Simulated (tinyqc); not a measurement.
CIS on RHF in the sto-3g basis, for LiH, spin multiplicity 1, step by step. Computed by tinyqc, a small Python program that keeps every step (integrals from PySCF). Settings: charge = 0, multiplicity = 1, basis = sto-3g, method = RHF, energy threshold = 1e-10, iteration cap = 84, orthogonalisation = symmetric, start = atomic densities, DIIS depth = 6. Command: `OMP_NUM_THREADS=1 python tinyqc.py 28050 28051 out.jsonl` (the two numbers bound the seeds that draw the settings). One thread of a shared host (Intel(R) Xeon(R) Processor @ 2.60GHz), about 0.1 s of CPU time with the checks. The early iterations of the SCF are left out here.

## One-electron integrals

Geometry (angstrom):
```
atom       x       y       z
Li    0.0000  0.0000  0.0000
H     0.0000  0.0000  1.9690
```

Basis sto-3g: exponents (1/bohr^2) and contraction coefficients of normalised primitives:
```
element  l (shell)  exponent  coefficient
Li           s (1)   16.1196       0.1543
Li           s (1)    2.9362       0.5353
Li           s (1)    0.7947       0.4446
Li           s (2)    0.6363      -0.1000
Li           s (2)    0.1479       0.3995
Li           s (2)    0.0481       0.7001
Li           p (3)    0.6363       0.1559
Li           p (3)    0.1479       0.6077
Li           p (3)    0.0481       0.3920
H            s (1)    3.4253       0.1543
H            s (1)    0.6239       0.5353
H            s (1)    0.1689       0.4446
```

Overlap, kinetic and nuclear-attraction integrals over the contracted functions; the nuclear repulsion is the sum of Za Zb / Rab.

nuclear repulsion = 0.806263 hartree

overlap S, lower triangle:
```
         1Li 1s  1Li 2s  1Li 2px  1Li 2py  1Li 2pz   2H 1s
1Li 1s   1.0000
1Li 2s   0.2411  1.0000
1Li 2px  0.0000  0.0000   1.0000
1Li 2py  0.0000  0.0000   0.0000   1.0000
1Li 2pz  0.0000  0.0000   0.0000   0.0000   1.0000
2H 1s    0.0297  0.3058   0.0000   0.0000   0.4296  1.0000
```

kinetic energy T (hartree), lower triangle:
```
          1Li 1s  1Li 2s  1Li 2px  1Li 2py  1Li 2pz   2H 1s
1Li 1s    3.5768
1Li 2s   -0.0202  0.1022
1Li 2px   0.0000  0.0000   0.3197
1Li 2py   0.0000  0.0000   0.0000   0.3197
1Li 2pz   0.0000  0.0000   0.0000   0.0000   0.3197
2H 1s    -0.0096  0.0209   0.0000   0.0000   0.0766  0.7600
```

nuclear attraction V (hartree), lower triangle:
```
          1Li 1s   1Li 2s  1Li 2px  1Li 2py  1Li 2pz    2H 1s
1Li 1s   -8.2516
1Li 2s   -1.0291  -1.4596
1Li 2px   0.0000   0.0000  -1.4237
1Li 2py   0.0000   0.0000   0.0000  -1.4237
1Li 2pz  -0.0106  -0.1008   0.0000   0.0000  -1.5025
2H 1s    -0.1234  -0.5102   0.0000   0.0000  -0.7249  -2.0325
```

core Hamiltonian H = T + V (hartree), lower triangle:
```
          1Li 1s   1Li 2s  1Li 2px  1Li 2py  1Li 2pz    2H 1s
1Li 1s   -4.6748
1Li 2s   -1.0494  -1.3574
1Li 2px   0.0000   0.0000  -1.1041
1Li 2py   0.0000   0.0000   0.0000  -1.1041
1Li 2pz  -0.0106  -0.1008   0.0000   0.0000  -1.1828
2H 1s    -0.1329  -0.4893   0.0000   0.0000  -0.6483  -1.2725
```

## Two-electron integrals

Functions are numbered as in S; the eight-fold symmetry (ij|kl) = (ji|kl) = (kl|ij) leaves the list below.

Two-electron integrals (ij|kl) in chemists' order, unique and non-zero (hartree):
```
(11|11) 1.6804   (21|11) 0.2654   (21|21) 0.0499   (22|11) 0.3977
(22|21) 0.0929   (22|22) 0.2906   (31|31) 0.0090   (32|31) 0.0138
(32|32) 0.0642   (33|11) 0.3966   (33|21) 0.0929   (33|22) 0.2905
(33|33) 0.3129   (41|41) 0.0090   (42|41) 0.0138   (42|42) 0.0642
(43|43) 0.0169   (44|11) 0.3966   (44|21) 0.0929   (44|22) 0.2905
(44|33) 0.2792   (44|44) 0.3129   (51|51) 0.0090   (52|51) 0.0138
(52|52) 0.0642   (53|53) 0.0169   (54|54) 0.0169   (55|11) 0.3966
(55|21) 0.0929   (55|22) 0.2905   (55|33) 0.2792   (55|44) 0.2792
(55|55) 0.3129   (61|11) 0.0314   (61|21) 0.0060   (61|22) 0.0113
(61|33) 0.0112   (61|44) 0.0112   (61|51) 0.0007   (61|52) 0.0014
(61|55) 0.0116   (61|61) 0.0008   (62|11) 0.1004   (62|21) 0.0238
(62|22) 0.0825   (62|33) 0.0778   (62|44) 0.0778   (62|51) 0.0038
(62|52) 0.0256   (62|55) 0.0916   (62|61) 0.0034   (62|62) 0.0431
(63|31) 0.0016   (63|32) 0.0082   (63|53) 0.0036   (63|63) 0.0026
(64|41) 0.0016   (64|42) 0.0082   (64|54) 0.0036   (64|64) 0.0026
(65|11) 0.1327   (65|21) 0.0318   (65|22) 0.1133   (65|33) 0.1055
(65|44) 0.1055   (65|51) 0.0058   (65|52) 0.0394   (65|55) 0.1288
(65|61) 0.0047   (65|62) 0.0640   (65|65) 0.0959   (66|11) 0.2686
(66|21) 0.0647   (66|22) 0.2473   (66|33) 0.2258   (66|44) 0.2258
(66|51) 0.0105   (66|52) 0.0917   (66|55) 0.2900   (66|61) 0.0095
(66|62) 0.1668   (66|65) 0.2556   (66|66) 0.7746
```

## Orthogonalisation

S = U s U^T; symmetric (Loewdin) form X = U s^(-1/2) U^T, so that X^T S X = 1.

eigenvalues of S: 0.4594  0.8028  1.0000  1.0000  1.1807  1.5571

X, lower triangle:
```
          1Li 1s   1Li 2s  1Li 2px  1Li 2py  1Li 2pz   2H 1s
1Li 1s    1.0234
1Li 2s   -0.1303   1.0694
1Li 2px   0.0000   0.0000   1.0000
1Li 2py   0.0000   0.0000   0.0000   1.0000
1Li 2pz  -0.0071   0.0639   0.0000   0.0000   1.0876
2H 1s     0.0177  -0.1913   0.0000   0.0000  -0.2632  1.1327
```

## Starting guess

The start is atomic minimal-basis densities projected into this basis (PySCF's MINAO start) and scaled to the electron count of each spin; this density is not idempotent, so its energy is not variational and may lie below the converged one.

D at the start, lower triangle:
```
          1Li 1s   1Li 2s  1Li 2px  1Li 2py  1Li 2pz   2H 1s
1Li 1s    2.0750
1Li 2s   -0.2241   1.0200
1Li 2px   0.0000   0.0000   0.0000
1Li 2py   0.0000   0.0000   0.0000   0.0000
1Li 2pz   0.0050  -0.0038   0.0000   0.0000   0.0036
2H 1s    -0.0182   0.0960   0.0000   0.0000   0.0565  0.9032
```

## Iteration 8 (converged): orbitals

converged F (hartree), lower triangle:
```
          1Li 1s   1Li 2s  1Li 2px  1Li 2py  1Li 2pz    2H 1s
1Li 1s   -2.3576
1Li 2s   -0.6415  -0.2141
1Li 2px   0.0000   0.0000   0.1624
1Li 2py   0.0000   0.0000   0.0000   0.1624
1Li 2pz   0.0145  -0.0763   0.0000   0.0000   0.0384
2H 1s    -0.0818  -0.2184   0.0000   0.0000  -0.2083  -0.0966
```

Diagonalise F' = X^T F X, C = X C', fill 2 alpha and 2 beta electrons from the bottom; D = 2 C_occ C_occ^T. Each column has its largest component positive (the first on a tie).

F' = X^T F X (hartree), lower triangle:
```
         1        2       3       4        5       6
1  -2.3042
2  -0.3601  -0.0297
3   0.0000   0.0000  0.1624
4   0.0000   0.0000  0.0000  0.1624
5   0.0133   0.0081  0.0000  0.0000   0.1537
6   0.0113  -0.2215  0.0000  0.0000  -0.2602  0.0822
```

orbital energies (hartree): MO1 -2.3601, MO2 -0.2528, MO3 0.0737, MO4 0.1624, MO5 0.1624, MO6 0.4412

coefficients C:
```
             MO1      MO2      MO3      MO4     MO5      MO6
1Li 1s    0.9914  -0.1520  -0.2139   0.0000  0.0000   0.1141
1Li 2s    0.0334   0.4853   0.7983   0.0000  0.0000  -0.5723
1Li 2px   0.0000   0.0000   0.0000   0.9977  0.0674   0.0000
1Li 2py   0.0000   0.0000   0.0000  -0.0674  0.9977   0.0000
1Li 2pz  -0.0047   0.3327  -0.6003   0.0000  0.0000  -0.8861
2H 1s    -0.0006   0.5784  -0.1783   0.0000  0.0000   1.0113
```

D after iteration 8, lower triangle:
```
          1Li 1s  1Li 2s  1Li 2px  1Li 2py  1Li 2pz   2H 1s
1Li 1s    2.0120
1Li 2s   -0.0812  0.4732
1Li 2px   0.0000  0.0000   0.0000
1Li 2py   0.0000  0.0000   0.0000   0.0000
1Li 2pz  -0.1105  0.3226   0.0000   0.0000   0.2214
2H 1s    -0.1770  0.5613   0.0000   0.0000   0.3849  0.6690
```

Within a degenerate level the vectors are fixed only up to a rotation; this is one choice.

## Convergence

Stop when the energy changes by less than 1e-10 hartree and every element of the error matrix X^T (F D S - S D F) X is below 3e-06.

Course of the cycle:
```
iteration  E (hartree)     change  largest element of the error matrix
1            -7.641414          -                             1.12e-01
2            -7.823936  -1.83e-01                             7.83e-02
3            -7.832653  -8.72e-03                             2.59e-02
4            -7.834002  -1.35e-03                             5.11e-03
5            -7.834182  -1.80e-04                             5.76e-04
6            -7.834184  -2.08e-06                             3.84e-05
7            -7.834184  -8.96e-09                             6.13e-07
8            -7.834184  -2.60e-12                             5.32e-08
```

PySCF RHF in the same basis = -7.834184 hartree

Converged in 8 iterations.

## Populations, bond orders and dipole

Mulliken: Z minus the diagonal of D S on the atom; Loewdin: the same with S^(1/2) D S^(1/2); Mayer order: 2 sum_s sum (D(s) S)_ij (D(s) S)_ji over the two atoms.

Charges (e):
```
atom  Mulliken    Loewdin
1Li     0.0007  -1.26e-04
2H     -0.0007   1.26e-04
```

Mayer bond orders:
```
pair   order
2-1   1.0000
```

dipole moment about the origin, x y z (debye): 0.0000  0.0000  -4.9897

## Integrals over molecular orbitals

(pq|rs) = sum C_ip C_jq C_kr C_ls (ij|kl), one index at a time.

one-electron integrals over orbitals h = C^T H C (hartree), lower triangle:
```
         1        2        3        4        5        6
1  -4.6658
2   0.0970  -1.3617
3   0.1631   0.0211  -1.1030
4   0.0000   0.0000   0.0000  -1.1041
5   0.0000   0.0000   0.0000   0.0000  -1.1041
6  -0.0506   0.0214   0.0235   0.0000   0.0000  -1.0011
```

Two-electron integrals over orbitals (pq|rs), unique and non-zero (hartree):
```
(11|11) 1.6591      (21|11) -0.1006     (21|21) 0.0107      (22|11) 0.3286
(22|21) 0.0036      (22|22) 0.4623      (31|11) -0.1410     (31|21) 0.0106
(31|22) -0.0124     (31|31) 0.0220      (32|11) 0.0226      (32|21) -0.0027
(32|22) -0.0556     (32|31) -7.29e-05   (32|32) 0.0181      (33|11) 0.3931
(33|21) -0.0094     (33|22) 0.2153      (33|31) 0.0012      (33|32) 0.0123
(33|33) 0.3323      (41|41) 0.0098      (42|41) 0.0073      (42|42) 0.0217
(43|41) 0.0103      (43|42) 0.0199      (43|43) 0.0413      (44|11) 0.3963
(44|21) -0.0038     (44|22) 0.2527      (44|31) -0.0050     (44|32) 0.0107
(44|33) 0.2806      (44|44) 0.3129      (51|51) 0.0098      (52|51) 0.0073
(52|52) 0.0217      (53|51) 0.0103      (53|52) 0.0199      (53|53) 0.0413
(54|54) 0.0169      (55|11) 0.3963      (55|21) -0.0038     (55|22) 0.2527
(55|31) -0.0050     (55|32) 0.0107      (55|33) 0.2806      (55|44) 0.2792
(55|55) 0.3129      (61|11) 0.0680      (61|21) -0.0094     (61|22) -0.0076
(61|31) -0.0043     (61|32) 0.0026      (61|33) 0.0117      (61|44) 0.0014
(61|55) 0.0014      (61|61) 0.0107      (62|11) -0.0715     (62|21) 0.0022
(62|22) 0.1123      (62|31) 0.0034      (62|32) -0.0405     (62|33) -0.0182
(62|44) -0.0317     (62|55) -0.0317     (62|61) 4.90e-04    (62|62) 0.1286
(63|11) 0.0209      (63|21) -0.0025     (63|22) -0.0550     (63|31) 0.0041
(63|32) 0.0143      (63|33) 0.0363      (63|44) 0.0060      (63|55) 0.0060
(63|61) 0.0044      (63|62) -0.0365     (63|63) 0.0289      (64|41) -0.0060
(64|42) -0.0190     (64|43) -0.0126     (64|64) 0.0196      (65|51) -0.0060
(65|52) -0.0190     (65|53) -0.0126     (65|65) 0.0196      (66|11) 0.3565
(66|21) 0.0013      (66|22) 0.4344      (66|31) -0.0110     (66|32) -0.0475
(66|33) 0.2391      (66|44) 0.2618      (66|55) 0.2618      (66|61) -0.0048
(66|62) 0.1096      (66|63) -0.0458     (66|66) 0.4324
```

## CIS matrix, singlets

A(ia,jb) = (e_a - e_i) d_ij d_ab + 2 (ia|jb) - (ij|ab).

CIS matrix A, singlet (hartree), lower triangle:
```
         1>3     1>4     1>5      1>6      2>3     2>4     2>5     2>6
1>3   2.0847
1>4   0.0000  2.1458
1>5   0.0000  0.0000  2.1458
1>6  -0.0294  0.0000  0.0000   2.4663
2>3   0.0092  0.0000  0.0000   0.0076   0.1474
2>4   0.0000  0.0183  0.0000   0.0000   0.0000  0.2060
2>5   0.0000  0.0000  0.0183   0.0000   0.0000  0.0000  0.2060
2>6   0.0093  0.0000  0.0000  -0.0003  -0.0261  0.0000  0.0000  0.5169
```

## CIS singlet states

dipole integrals <i|r|a> (bohr):
```
          x        y        z
1>3  0.0000   0.0000  -0.1372
1>4  0.2056  -0.0139   0.0000
1>5  0.0139   0.2056   0.0000
1>6  0.0000   0.0000  -0.1383
2>3  0.0000   0.0000  -0.6562
2>4  0.9857  -0.0666   0.0000
2>5  0.0666   0.9857   0.0000
2>6  0.0000   0.0000   0.9807
```

Diagonalise A (1 hartree = 27.211386 eV); each vector has its largest component positive (the first on a tie). The transition dipole is mu = sqrt2 sum c_ia <i|r|a>.

singlet excitation energies (eV): 3.9579  5.6005  5.6005  14.1152  56.6698  58.3945  58.3945  67.1737

lowest vectors:
```
     state 1  state 2  state 3  state 4  state 5  state 6
1>3  -0.0051   0.0000   0.0000  -0.0055   0.9971   0.0000
1>4   0.0000   0.0018  -0.0093   0.0000   0.0000   0.3403
1>5   0.0000  -0.0093  -0.0018   0.0000   0.0000   0.9403
1>6  -0.0033   0.0000   0.0000   0.0003   0.0763   0.0000
2>3   0.9975   0.0000   0.0000  -0.0702   0.0050   0.0000
2>4   0.0000  -0.1876   0.9822   0.0000   0.0000   0.0032
2>5   0.0000   0.9822   0.1876   0.0000   0.0000   0.0089
2>6   0.0702   0.0000   0.0000   0.9975   0.0058   0.0000
```

oscillator strengths 2/3 w |mu|^2: 0.0663  0.2667  0.2667  0.7267  0.0583  0.1328

Within a degenerate level the vectors are fixed only up to a rotation; this is one choice.

## CIS matrix, triplets

A(ia,jb) = (e_a - e_i) d_ij d_ab - (ij|ab).

CIS matrix A, triplet (hartree), lower triangle:
```
         1>3     1>4     1>5      1>6     2>3     2>4     2>5     2>6
1>3   2.0408
1>4   0.0000  2.1262
1>5   0.0000  0.0000  2.1262
1>6  -0.0209  0.0000  0.0000   2.4449
2>3   0.0094  0.0000  0.0000   0.0025  0.1112
2>4   0.0000  0.0038  0.0000   0.0000  0.0000  0.1625
2>5   0.0000  0.0000  0.0038   0.0000  0.0000  0.0000  0.1625
2>6   0.0025  0.0000  0.0000  -0.0013  0.0550  0.0000  0.0000  0.2597
```

## CIS triplet states

Diagonalise A (1 hartree = 27.211386 eV); each vector has its largest component positive (the first on a tie).

triplet excitation energies (eV): 2.5317  4.4227  4.4227  7.5593  55.5045  57.8560  57.8560  66.5571

lowest vectors:
```
     state 1  state 2  state 3  state 4  state 5  state 6
1>3  -0.0042   0.0000   0.0000  -0.0030   0.9987   0.0000
1>4   0.0000  -0.0015   0.0012   0.0000   0.0000   0.4422
1>5   0.0000  -0.0012  -0.0015   0.0000   0.0000   0.8969
1>6  -0.0012   0.0000   0.0000   0.0002   0.0514   0.0000
2>3   0.9496   0.0000   0.0000   0.3134   0.0050   0.0000
2>4   0.0000   0.7798  -0.6260   0.0000   0.0000   0.0008
2>5   0.0000   0.6260   0.7798   0.0000   0.0000   0.0017
2>6  -0.3134   0.0000   0.0000   0.9496   0.0015   0.0000
```

Within a degenerate level the vectors are fixed only up to a rotation; this is one choice.
